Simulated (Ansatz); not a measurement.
Fluorite CeO₂ was calculated with r²SCAN (Ansatz, a first-principles code, plane waves, PAW).

Run with plane-wave cutoff 600 eV, 8×8×8 k mesh, finite displacements, no spin polarisation, scalar-relativistic PAW data made under PBE.

The cell has the measured lattice parameters. Conventional cell: a = 5.4097 Å, b = 5.4097 Å, c = 5.4097 Å, α = 90.00°, β = 90.00°, γ = 90.00°.

Harmonic phonon frequencies (cm⁻¹; i marks an imaginary mode; at Γ without the LO shift):

| q point | frequencies |
|---|---|
| Γ | 0 0 0 279 279 279 446 446 446 |
| X | 136 136 170 232 232 265 452 452 592 |
| L | 118 118 214 347 347 381 381 413 524 |

Measured, for comparison: zone-centre TO phonon frequency 272 cm⁻¹ (temperature not stated, no zero-point or thermal correction; as tabulated in SRNL-STI-2020-00011).

No imaginary mode appears at these points.

Note: the cell isn't this level's own, so it is under some stress, which shifts stiffness and frequencies.
